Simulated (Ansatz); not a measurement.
Process, species as SMILES: O (H2O) + H+ → [OH3+]
B3LYP-D3(BJ)/def2-TZVP geometries, fixed; electronic energies without zero-point terms; positive where energy is released.

How fast the proton affinity converges with the basis for several methods (Ansatz, a quantum-chemistry and plane-wave program): deviation from each method's own reference, in kcal/mol. References: B3LYP 171.14 kcal/mol, the value in pcseg-4; CCSD(T) 171.37 kcal/mol, Hartree-Fock in aug-cc-pVQZ plus the correlation part extrapolated as X^-3 from aug-cc-pVTZ and aug-cc-pVQZ; HF 175.62 kcal/mol, the value in aug-pcseg-3; MP2 170.03 kcal/mol, Hartree-Fock in aug-cc-pVQZ plus the correlation part extrapolated as X^-3 from aug-cc-pVTZ and aug-cc-pVQZ; PBE 170.80 kcal/mol, the value in pcseg-4; r2SCAN 172.66 kcal/mol, the value in pcseg-4. Cartesian d functions, on some or all atoms, in 6-31+G*; all else is spherical. In correlated methods cores are frozen. No added dispersion term, no relativity. 

```csv
basis,functions,B3LYP,CCSD(T),HF,MP2,PBE,r2SCAN
3-21G,15,20.07,21.46,12.74,22.44,21.19,18.13
6-31G,15,9.19,8.87,3.05,9.42,10.18,7.62
6-31+G*,25,-2.44,-2.26,-4.39,-2.06,-2.20,-2.85
def2-SVP,29,7.85,9.75,3.63,10.02,8.46,6.33
6-311G**,36,6.12,8.22,2.98,8.57,6.87,4.83
def2-TZVP,49,1.15,1.86,0.16,1.95,1.58,0.88
"6-311++G(2d,2p)",57,-0.55,0.38,-1.03,0.37,-0.43,-0.80
pcseg-2,72,0.55,1.55,0.01,1.63,0.81,0.43
cc-pVTZ,72,3.23,3.79,1.41,4.04,3.78,2.53
aug-cc-pVTZ,115,-0.27,0.02,-0.33,0.05,-0.21,-0.30
pcseg-3,159,0.05,0.72,0.02,0.80,0.06,0.05
def2-QZVPPD,165,-0.05,0.46,-0.11,0.52,-0.05,-0.07
```

Mean absolute deviation over 6-311G**, def2-TZVP, 6-311++G(2d,2p), pcseg-2, cc-pVTZ, aug-cc-pVTZ: HF 0.99, r2SCAN 1.63, B3LYP 1.98, PBE 2.28, CCSD(T) 2.64, MP2 2.77 kcal/mol.
